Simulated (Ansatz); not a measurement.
Diamond, treated with BLYP (plane waves, PAW; Ansatz, a program for electronic structure).

Run with plane-wave cutoff 520 eV, 16×16×16 k mesh, scalar-relativistic PAW data made under PBE.

Computed at the level's own relaxed cell.

Question: Give the computed Young modulus, Voigt–Reuss–Hill bulk modulus, Poisson ratio, elastic constant C11, elastic constant C12 and elastic constant C44.

Answer: 
Young modulus: 1067 GPa
Voigt–Reuss–Hill bulk modulus: 407 GPa
Poisson ratio: 0.063
elastic constant C11: 1024 GPa
elastic constant C12: 98.5 GPa
elastic constant C44: 529 GPa

Measured, for comparison: elastic constant C11 1081 GPa, elastic constant C12 125 GPa, elastic constant C44 579 GPa (low temperature, zero-point motion not removed; as tabulated in Tanner et al. (2021), arXiv:2110.11888). Computed (rounded) less measured: elastic constant C11 -5 %, elastic constant C12 -21 %, elastic constant C44 -9 %.

Elastic constants are with the ions relaxed.

The computed numbers hold no vibrational or temperature effects.

It cost about 100 core-seconds (a rough figure) of CPU time.
